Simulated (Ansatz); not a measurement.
System: rock-salt HfN. Method: r²SCAN (plane waves, PAW; Ansatz, a quantum-chemistry and plane-wave program).

A relaxed, unreconstructed slab of the (110) face has 16 atoms, two equal faces of 14.482 Å² each and an energy of -128967.8765 eV. A bulk cell of 4 atoms with the same orientation and in-plane k mesh has -32243.2627 eV. Energies are extrapolated to zero smearing.

Numerical settings: plane-wave cutoff 500 eV, 10×14×1 k mesh (along the axes of the cell as run), Fermi–Dirac smearing 0.05 eV, scalar-relativistic PAW data made under PBE.

Worked out: γ = (E_slab − N E_bulk per atom)/2A = [-128967.8765 − 16 × (-32243.2627/4)]/(2 × 14.482) = 0.1786 eV/Å². With 16.022 J/m² per eV/Å² this is 2.86 J/m², or 2.59 eV per surface cell and face.
